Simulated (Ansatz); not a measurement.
fcc Al, relaxed in Ansatz (plane waves) with several semilocal functionals. Each gives its own volume and its own elastic constant C11:

```json
[
 {"level": "LDA", "V0 (Å³/atom)": "15.788", "elastic constant C11 (GPa)": "114.6", "ln V0": "2.7593", "ln C11": "4.7414"},
 {"level": "r²SCAN", "V0 (Å³/atom)": "15.899", "elastic constant C11 (GPa)": "131.7", "ln V0": "2.7663", "ln C11": "4.8805"},
 {"level": "PBEsol", "V0 (Å³/atom)": "16.165", "elastic constant C11 (GPa)": "112.1", "ln V0": "2.7828", "ln C11": "4.7194"},
 {"level": "PBE", "V0 (Å³/atom)": "16.482", "elastic constant C11 (GPa)": "104.7", "ln V0": "2.8023", "ln C11": "4.6511"},
 {"level": "RPBE", "V0 (Å³/atom)": "16.789", "elastic constant C11 (GPa)": "101.8", "ln V0": "2.8207", "ln C11": "4.6230"},
 {"level": "BLYP", "V0 (Å³/atom)": "17.406", "elastic constant C11 (GPa)": "65.95", "ln V0": "2.8568", "ln C11": "4.1889"}
]
```

Fit a straight line to ln C11 against ln V0. What does it predict for r²SCAN+rVV10, whose volume is 15.845 Å³/atom?

With x = ln V0 and y = ln C11: means 2.79803 and 4.63405; Σ(Δx Δy) = -0.03962, Σ(Δx²) = 0.006725, so the slope is -5.89. At x = 2.7629 the line gives y = 4.63405 + (-5.89) × (2.7629 − 2.79803) = 4.8410, or 126.6 GPa. The run with r²SCAN+rVV10 gives 133.3 GPa, +5.3 % from the line. The rows used scatter about it by up to 13.0 %, while the largest value lies 100 % above the smallest.

Measured: 114 GPa (measured, 0 K, low-temperature values given for 0 K; zero-point effects included; as tabulated in Li et al. (2021), arXiv:2102.01972).

Ansatz's density-functional and Hartree–Fock values are scalar-relativistic unless marked +SOC, with PAW data made under PBE.

Ansatz is an electronic-structure program.
